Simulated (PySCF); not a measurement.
Method: PySCF with PBE-D3(BJ)/def2-TZVP // PBE0-D3(BJ)/def2-TZVP. Isolated molecules, 0 K electronic values unless said otherwise. 

Reference species (SMILES): `O1C=C1` (neutral, multiplicity 1).

```yaml
HOMO: -4.28 eV
LUMO: -1.45 eV
HOMO–LUMO gap: 2.83 eV
dipole_moment: 2.23 D
```

Changed species: `C=C=O`.

Question: What does the change do to the HOMO, LUMO, HOMO–LUMO gap and dipole moment?

Answer: the HOMO drops by 1.58 eV, to -5.86 eV; the LUMO decreases by 0.61 eV, to -2.06 eV; the HOMO–LUMO gap rises by 0.97 eV, to 3.80 eV; the dipole moment falls by 0.90 D, to 1.33 D.
